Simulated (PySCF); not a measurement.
## Stretching LiC⁺

Set-up: basis Li def2-SVPD, C def2-SVPD; no relativity; PySCF 2.14. Energies in eV from Li⁺ + C in their ground configurations at the same level. All curves are PBE0. state 1: ³Π (triplet), unpaired electrons σ ↑, π ↑; state 2: Ms = 0 determinant of mixed spin (⟨S²⟩ near 1.0), unpaired electrons σ ↑, π ↓, a second solution, started from another occupation; state 3: triplet, unpaired electrons π ↑↑, a second solution, started from another occupation; state 4: Ms = 0 determinant of mixed spin (⟨S²⟩ near 1.0), unpaired electrons π ↑↓, a second solution, started from another occupation.

```tsv
R (Å)	state 1	state 2	state 3	state 4
1.985	-0.3774	0.0916	0.2526	0.7200
2.077	-0.4568	0.0070	0.1775	0.6445
2.170	-0.4993	-0.0406	0.1278	0.5938
2.239	-0.5138	-0.0588	0.1022	0.5672
2.308	-0.5175	-0.0660	0.0839	0.5478
2.377	-0.5131	-0.0648	0.0709	0.5338
2.470	-0.4982	-0.0539	0.0597	0.5209
2.585	-0.4704	-0.0305	0.0518	0.5110
2.723	-0.4303	0.0055	0.0474	0.5044
2.908	-0.3738	0.0581	0.0453	0.4996
```

Put a parabola through the three lowest points of the state 1 curve and estimate Re, k and ωe (reduced mass 4.427 u; 1 eV/Å² = 0.16022 mdyn/Å; ωe = 1302.8·√(k/μ) cm⁻¹).

Through R = 2.239, 2.308, 2.377 Å the second-order coefficient is 0.851 eV/Å², so Re ≈ 2.305 Å, k ≈ 0.273 mdyn/Å and ωe ≈ 323 cm⁻¹. A polynomial fit of higher order to the unrounded PBE0 energies gives Re = 2.301 Å, k = 0.277 mdyn/Å, ωe = 326 cm⁻¹; anharmonicity and rounding make the difference.

The higher-order fit for each curve: state 1: Re = 2.301 Å, ωe = 326 cm⁻¹, De = 0.52 eV; state 2: Re = 2.331 Å, ωe = 310 cm⁻¹, minimum 0.066 eV below the ground-state fragments. State 3 gave no clean fit. State 4 gave no clean fit.

For an ion De counts to the pair picked by the measured ionisation energies or electron affinities, which need not be the lowest pair at this level. The state is the lowest determinant that a PBE0 search found; another state may lie lower at other levels.
